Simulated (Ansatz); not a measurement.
# C4H4F2: up Jacob's ladder to CCSD(T)

One table from this session's results is given with a row withheld; the runs are named, their logs left out.

The runs use Ansatz 0.2.0, Gaussian basis; functionals in def2-TZVPP, the program's frozen cores in correlated methods.

The runs, in order: PBE-D4, r2SCAN-D4, PBE0-D4, B3LYP-D4, ωB97X-V, ωB97M-V, B2PLYP; CCSD(T)/def2-TZVPP; MP2/def2-QZVPP; extrapolation to the limit.

## The relaxed structure

All runs share one geometry, relaxed beforehand with PBE0-D4 in a triple-zeta def2 set.

SMILES `F[C@@H]1C=C[C@@H]1F`, 10 atoms, charge 0, spin multiplicity 1.

Atoms are counted from 1 here; the program's logs count them from 0.

Bond lengths: F1–C2 1.370 Å, C2–C3 1.501 Å, C2–C5 1.560 Å, C2–H7 1.095 Å, C3–C4 1.335 Å, C3–H8 1.083 Å, C4–C5 1.501 Å, C4–H9 1.083 Å, C5–F6 1.370 Å, C5–H10 1.095 Å. Angles: F1–C2–C3 115.8°, F1–C2–C5 113.8°, F1–C2–H7 107.7°, C3–C2–C5 85.7°, C3–C2–H7 117.0°, C5–C2–H7 115.9°, C2–C3–C4 94.3°, C2–C3–H8 131.9°, C4–C3–H8 133.7°, C3–C4–C5 94.3°, C3–C4–H9 133.7°, C5–C4–H9 131.9°, C2–C5–C4 85.7°, C2–C5–F6 113.8°, C2–C5–H10 115.9°, C4–C5–F6 115.8°, C4–C5–H10 117.0°, F6–C5–H10 107.7°.

Set-up of the first run:

in.yaml

```yaml
crystal:
  periodic: [false, false, false]
  atoms:
    - {symbol: F, position_ang: [-0.899018, -0.303847, -1.811732]}
    - {symbol: C, position_ang: [0.103766, -0.333898, -0.879070]}
    - {symbol: C, position_ang: [-0.208899, -1.069157, 0.392173]}
    - {symbol: C, position_ang: [-0.151632, 0.024202, 1.156683]}
    - {symbol: C, position_ang: [0.171582, 0.943262, 0.014181]}
    - {symbol: F, position_ang: [-0.782094, 1.879623, -0.285726]}
    - {symbol: H, position_ang: [1.029422, -0.606641, -1.395608]}
    - {symbol: H, position_ang: [-0.349176, -2.122661, 0.602313]}
    - {symbol: H, position_ang: [-0.228056, 0.196061, 2.223617]}
    - {symbol: H, position_ang: [1.139306, 1.453657, 0.046568]}
basis:
  gaussian: {orbitals: def2-TZVPP}
hamiltonian: {xc: pbe, dispersion: d4}
output: {forces: true, orbitals: {seedname: orbitals}}
```

The run is started by

```console
$ ansatz run in.yaml --threads 4 --pin off --events-out ev --progress --plain --max-ram 10444MiB
```

Steps of the session up to this table: PBE-D4 (GGA); r2SCAN-D4 (meta-GGA); PBE0-D4 (hybrid); B3LYP-D4 (hybrid); ωB97X-V (range-separated); ωB97M-V (range-separated); B2PLYP (double hybrid); CCSD(T) in def2-TZVPP; MP2 in def2-QZVPP.

One table of the session follows, with a row left open; its other results are not shown here.

It belongs to the step «Atomisation energies». 

```
            method  atomisation energy (kcal/mol)
            PBE-D4                         1060.3
         r2SCAN-D4                         1023.5
           PBE0-D4                         1032.3
          B3LYP-D4                         1015.9
           ωB97X-V                              ?
           ωB97M-V                         1022.5
            B2PLYP                         1008.2
     HF/def2-TZVPP                          727.2
    MP2/def2-TZVPP                         1021.3
   CCSD/def2-TZVPP                          971.0
CCSD(T)/def2-TZVPP                          990.4
           MP2/CBS                         1047.7
       CCSD(T)/CBS                         1016.7
```

**Question.** Estimate the row for ωB97X-V.

**Answer.** atomisation energy (kcal/mol): 1021.2. In the column «atomisation energy (kcal/mol)» it lies between CCSD(T)/CBS (1016.7) and MP2/def2-TZVPP (1021.3).
